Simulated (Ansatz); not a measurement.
# BSiHO (triplet): wave-function methods side by side at a displaced geometry (v2), cc-pVDZ

An exercise on one series of results from a longer session: the logs are not shown, and one member is left open.

Program: Ansatz 0.2.0, Gaussian basis. Level of theory: cc-pVDZ, core rule «outside noble gas», up to 7 orbitals frozen. These are calculated values, not measurements.

Plan: UHF; CCSD(T) on ROHF; CCSD(T) on UHF; BCCD(T) on ROHF; CISD; CCSDT(Q) on ROHF; CCSDT(Q) on UHF.

27 further runs of the same task are left out: 9 that didn't finish, 18 set aside as unsound or not needed.

### The geometry

The geometry is a PBE0/def2-TZVP stationary point (not a proven minimum) with its atoms shifted at random (size 0.100 Å).

4 atoms, charge 0, spin multiplicity 3.

Atoms are counted from 1 here; the program's logs count them from 0.

Bond lengths: B1–O2 1.301 Å, B1–H4 1.156 Å, O2–Si3 1.670 Å. Angles: O2–B1–H4 131.1°, B1–O2–Si3 169.0°.

Set-up of the first run:

Input file in.yaml:

```yaml
crystal:
  periodic: [false, false, false]
  atoms:
    - {symbol: B, position_ang: [0.064580, -0.265867, 0.847504]}
    - {symbol: O, position_ang: [-0.100324, -0.139509, -0.436794]}
    - {symbol: Si, position_ang: [-0.023683, -0.115144, -2.105304]}
    - {symbol: H, position_ang: [0.059427, 0.520520, 1.694595]}
basis:
  gaussian: {orbitals: cc-pVDZ}
magnetization: {spin_polarized: true, initial_magnetization: 2}
hamiltonian: {xc: hf}
output: {orbitals: {seedname: orbitals}}
```

Started as:

```sh
> ansatz run in.yaml --threads 1 --pin off --events-out ev --progress --plain --max-ram 2393MiB
```

Among the steps run: UHF; CCSD(T) on ROHF; CCSD(T) on UHF; BCCD(T) on ROHF; CISD; CCSDT(Q) on ROHF; CCSDT(Q) on UHF.

One table of the session follows, with a row left open; its other results are not shown here.

| method | from UCCSDT(Q) (meV) |
| --- | --- |
| ROHF | +9546.2 |
| UHF | +9383.7 |
| RMP2 | +1162.0 |
| UMP2 | +1158.0 |
| CISD | +1285.5 |
| RCCSD | ? |
| UCCSD | +362.9 |
| RCCSD(T) | +74.2 |
| UCCSD(T) | +73.7 |
| BCCD(T) | +64.7 |
| RCCSDT | +31.8 |
| UCCSDT | +31.8 |
| RCCSDT(Q) | +6.0 |
| UCCSDT(Q) | 0 |

Estimate the missing values for RCCSD.

**Answer.** from UCCSDT(Q) (meV): +366.4. In the column «from UCCSDT(Q) (meV)» it lies between UCCSD (+362.9) and UMP2 (+1158.0).

Caveats from the session: Restricted and unrestricted rows rest on different reference determinants; where their highest levels disagree by more than a few hundredths of an eV, they describe different states and don't form one ladder.
